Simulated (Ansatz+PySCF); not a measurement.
singlet C2H2O2: levels of theory in one basis

```yaml
atoms:
  - { symbol: C, position_ang: [-0.0097, 0.0227, -0.7581] }
  - { symbol: C, position_ang: [0.0072, -0.0235, 0.7665] }
  - { symbol: O, position_ang: [0.0038, 1.0573, -1.3634] }
  - { symbol: O, position_ang: [0.0017, -1.0642, 1.3672] }
  - { symbol: H, position_ang: [0.0028, -0.9767, -1.2434] }
  - { symbol: H, position_ang: [-0.0011, 0.9897, 1.2497] }
```

Basis set: def2-SVP (spherical functions). Left uncorrelated: 4 orbitals. Charge 0, multiplicity 1.

Computed with Ansatz (development build ahead of 0.2.0); each method stands on the lowest determinant of its kind that the runs found. NEVPT2 correlates all electrons. Active spaces start from the frontier orbitals, and the lowest solution found is given.

```json
{"method": "RHF", "E − E(RHF) (eV)": "0.00", "<S²> of the determinant": "0.00"}
{"method": "UHF", "E − E(RHF) (eV)": "-0.01", "<S²> of the determinant": "0.11"}
{"method": "RHF-MP2", "E − E(RHF) (eV)": "-16.70", "<S²> of the determinant": "–"}
{"method": "UHF-MP2", "E − E(RHF) (eV)": "-16.44", "<S²> of the determinant": "0.11"}
{"method": "RHF-CCSD", "E − E(RHF) (eV)": "-17.23", "<S²> of the determinant": "–"}
{"method": "CASSCF(4,4)", "E − E(RHF) (eV)": "-1.95", "<S²> of the determinant": "–"}
{"method": "SC-NEVPT2(4,4)", "E − E(RHF) (eV)": "-16.97", "<S²> of the determinant": "–"}
```

(1) What does RHF-CCSD(T) give on the same scale?

(2) Is a single determinant a sound starting point here?

## Answers

(1) -17.81 eV.

(2) Only with care. Unrestricted orbitals gain 0.01 eV and <S²> is 0.11 against 0.00 for a pure state, so spin symmetry breaks but gains little energy; restricted orbitals can still serve. The CASSCF(4,4) natural occupations are 1.93, 1.90, 0.11, 0.06.

Caution for UHF, UHF-MP2: the unrestricted determinant is spin contaminated. Caution for UHF-MP2: another reference gives a lower total. Caution for CASSCF(4,4), SC-NEVPT2(4,4): other starts end on other solutions of this active space.
